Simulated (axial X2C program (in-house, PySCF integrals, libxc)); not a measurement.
# Linear ClAlCl at several levels

An exercise on one series of results from a longer session: the logs are not shown, and one member is left open.

Program: an in-house X2C program for linear molecules on PySCF integrals. Level of theory: all-electron X2C, two-component (2c) or spin-free, Cl dyall-av3z, Al dyall-v3z. These are calculated values, not measurements.

All values are calculated.

2 further runs of the same task are left out: 2 set aside as unsound or not needed.

The first run:

Input file task.json:

```json
{
 "zs": [
  17,
  13,
  17
 ],
 "q": 0,
 "bas": [
  "dyall-av3z",
  "dyall-v3z",
  "dyall-av3z"
 ],
 "r0": [
  2.25,
  2.25
 ],
 "symm": 1,
 "scan": [
  "PBE0",
  "HF",
  "PBE"
 ],
 "levels": [
  "PBE0",
  "HF",
  "TPSSh"
 ],
 "nst": 2
}
```

Keys: zs atomic numbers; q charge; bas basis sets; r0 starting distance in Å; symm equal bonds; scan levels of the two-bond scan (MP2 follows by itself at each HF point); levels methods; nst determinants followed.

Launch:

```bash
> python solin.py task.json out
```

Masses Cl 34.969, Al 26.982, Cl 34.969 u.

Steps of the session up to this table: Scan at PBE0, 2c; Scan at HF, 2c; Scan at PBE, 2c.

One of the session's tables, all rows but one given; the rest of the session is left out.

| level | r(Cl–Al) (Å) | r(Al–Cl) (Å) | lower stretch (cm⁻¹) | upper stretch (cm⁻¹) |
| --- | --- | --- | --- | --- |
| PBE0, 2c | 2.160 | 2.160 | 308.1 | 537.1 |
| HF, 2c | 2.164 | 2.164 | 309.1 | 528.8 |
| PBE, 2c | 2.178 | 2.178 | 297.0 | 521.4 |
| MP2, 2c | 2.153 | 2.153 | 315.9 | 558.2 |
| PBE0, spin-free | 2.160 | 2.160 | 308.2 | 537.1 |
| HF, spin-free | 2.163 | 2.163 | 309.2 | 528.9 |
| PBE, spin-free | ? | ? | ? | ? |
| MP2, spin-free | 2.152 | 2.152 | 316.0 | 558.2 |

Estimate the missing values for PBE, spin-free.

**Answer.** r(Cl–Al) (Å): 2.178; r(Al–Cl) (Å): 2.178; lower stretch (cm⁻¹): 297.2; upper stretch (cm⁻¹): 521.5.

Scans not shown above were run alike.

MP2 freezes inner shells (threshold -2 hartree). The molecule was held linear; bending was not examined, so a bent shape may lie lower.
